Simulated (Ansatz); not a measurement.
C–O–SiH⁺, triplet: reading a ladder of total energies

Geometry: that of the C–O–SiH, quartet, kept fixed.

```xyz
4

C     0.0000    0.3330    1.7224
O     0.0000   -0.3122    0.6305
Si    0.0000   -0.0152   -1.0422
H     0.0000    1.4114   -1.4926
```

Basis cc-pVDZ; Ansatz 0.2.0. Correlated methods freeze the noble-gas cores, which leaves 14 electrons in 44 orbitals. Prefix R: restricted or restricted open-shell reference; prefix U: unrestricted.

Full CI isn't at hand for all of this; UCCSDT(Q) serves as the reference, and is uncertain by the last step of the cluster series or more.

UCCSD has a T1 diagnostic of 0.033 and a largest doubles amplitude of 0.06.

Runs differ by some tens of microhartree through their thresholds and, for an open shell, their frozen cores, so steps under 0.03 kcal/mol mean nothing.

Here the R and U totals at CCSDT(Q) differ by 0.37 kcal/mol, a measure of how far such totals hang on the determinant and its frozen core.

```json
{"level": "UHF", "total energy (hartree)": "-401.821828"}
{"level": "UMP2", "total energy (hartree)": "-402.158108"}
{"level": "UCCSD", "total energy (hartree)": "-402.185410"}
{"level": "UCCSD(T)", "total energy (hartree)": "-402.200508"}
{"level": "UCCSDT", "total energy (hartree)": "-402.201871"}
{"level": "UCCSDT(Q)", "total energy (hartree)": "-402.203325"}
```

Question: What is the correlation energy at UCCSDT(Q), and what share of it do UMP2 and UCCSDT recover?

Answer: E(corr) = -402.203325 − (-401.821828) = -0.381497 hartree = -10.381 eV. UMP2: -0.336280 / -0.381497 = 88.15 %. UCCSDT: -0.380043 / -0.381497 = 99.62 %.

Question: By how many kcal/mol does UCCSD(T) miss UCCSDT(Q) (1 hartree = 627.509 kcal/mol), and which steps make up the rest?

Answer: -402.200508 − (-402.203325) = 0.002817 hartree = 1.77 kcal/mol. Steps: UCCSDT − UCCSD(T) = -0.86, UCCSDT(Q) − UCCSDT = -0.91 kcal/mol. Differences between like states or geometries often cancel part of this.
